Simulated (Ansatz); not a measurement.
Input file:

```yaml
crystal:
  periodic: [false, false, false]
  atoms:
    - {symbol: Al, position_ang: [-0.072371, 0.047228, 0.788770]}
    - {symbol: C, position_ang: [0.036200, -0.086949, -1.460548]}
    - {symbol: H, position_ang: [0.835681, 1.364621, 0.124884]}
    - {symbol: H, position_ang: [0.740324, -1.200503, 1.316258]}
    - {symbol: H, position_ang: [-0.556393, -1.044930, -1.445265]}
    - {symbol: H, position_ang: [-0.596083, 0.711766, -1.906558]}
    - {symbol: H, position_ang: [1.082401, -0.059110, -1.799874]}
basis:
  gaussian: {orbitals: cc-pVDZ}
magnetization: {spin_polarized: true, initial_magnetization: 2}
correlation: {method: ccsd, electrons: valence, diis_vectors: 2}
```

```sh
$ ansatz run in.yaml --threads 1 --pin off --events-out ev --progress --plain --max-ram 2393MiB
```

(1) Roughly how long does this take on 1 thread of AMD EPYC 7B13, shared host, and how much host memory?

```
526 factors; integrals over basis functions are off by at most 1.2e-3 eV
mean field evaluation 1: about -7687.5568 eV, gradient 1.2e1 eV
mean field evaluation 2: about -7687.5980 eV, gradient 1.2e1 eV
mean field evaluation 4: about -7689.0841 eV, gradient 1.9e0 eV
mean field evaluation 8: about -7689.1724 eV, gradient 1.9e-1 eV
mean field evaluation 16: about -7687.5568 eV, gradient 1.2e1 eV
mean field evaluation 32: about -7685.7297 eV, gradient 7.4e-1 eV
mean field evaluation 64: about -7685.8465 eV, gradient 2.3e0 eV
mean field -7689.17530962 eV, -282.5719807184 hartree, gradient 1.9e-6 eV, S^2 2.020890; 1 other end points of the search recorded, 0 dependent functions left out
determinant -7689.17530962 eV, -282.5719807184 hartree, with singles and doubles -7695.72720582 eV, -282.8127584627 hartree
determinant -7685.73840013 eV, -282.4456766243 hartree, with singles and doubles -7692.80649739 eV, -282.7054244077 hartree
6 core orbitals not correlated: weight in the atoms' cores, before any rotation towards them, 1.000 or more for the frozen orbitals, at most 0.000 for the correlated occupied ones
reference -7689.17530962 eV, -282.5719807184 hartree; 7, 5 occupied and 44, 46 virtual orbitals, 526 factors
second order -5.39870897 eV of doubles, -0.00000000 eV of singles
cycle   1  -6.55186348 eV  change    3.3e-5 eV  update   2.2e-3
cycle   2  -6.55318382 eV  change   -1.3e-3 eV  update   1.7e-3
cycle   3  -6.55302147 eV  change    1.6e-4 eV  update   6.7e-4
cycle   4  -6.55315714 eV  change   -1.4e-4 eV  update   3.5e-4
cycle   5  -6.55336221 eV  change   -2.1e-4 eV  update   1.7e-4
cycle   6  -6.55354460 eV  change   -1.8e-4 eV  update   7.6e-5
cycle   7  -6.55360531 eV  change   -6.1e-5 eV  update   4.3e-5
cycle   8  -6.55365788 eV  change   -5.3e-5 eV  update   2.9e-5
cycle   9  -6.55367270 eV  change   -1.5e-5 eV  update   1.8e-5
cycle  10  -6.55366394 eV  change    8.8e-6 eV  update   1.2e-5
cycle  11  -6.55365117 eV  change    1.3e-5 eV  update   8.6e-6
cycle  12  -6.55364611 eV  change    5.1e-6 eV  update   3.6e-6
Total energy: -7695.72895574 eV, -282.8128227709 hartree
```

Results:

(1) 2.8 s wall and 0.19 GiB.
